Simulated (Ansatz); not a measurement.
We consider hcp Re, described by PBE-D3(BJ) (PAW; Ansatz, a first-principles code).

Settings: plane-wave cutoff 520 eV, 24×24×12 k mesh (along the axes of the cell as run), Fermi–Dirac smearing 0.05 eV, no spin polarisation, scalar-relativistic PAW data made under PBE.

Computed at the level's own relaxed cell.

### Question
Estimate the pressure derivative B′ of the bulk modulus, lattice constant a and equilibrium volume per atom that the calculation returns.

### Answer

* **pressure derivative B′ of the bulk modulus**: 4.4
* **lattice constant a**: 2.757 Å
* **equilibrium volume per atom**: 14.66 Å³/atom

The run finds no gap.

Measured, for comparison: lattice constant a 2.761 Å (293 K, no zero-point or thermal correction; as tabulated in Wikipedia's data pages). Computed (rounded) less measured: lattice constant a -0.1 %.

Note: the bulk modulus comes from volumes at which shape and atoms were relaxed.

Spin–orbit coupling is not included.
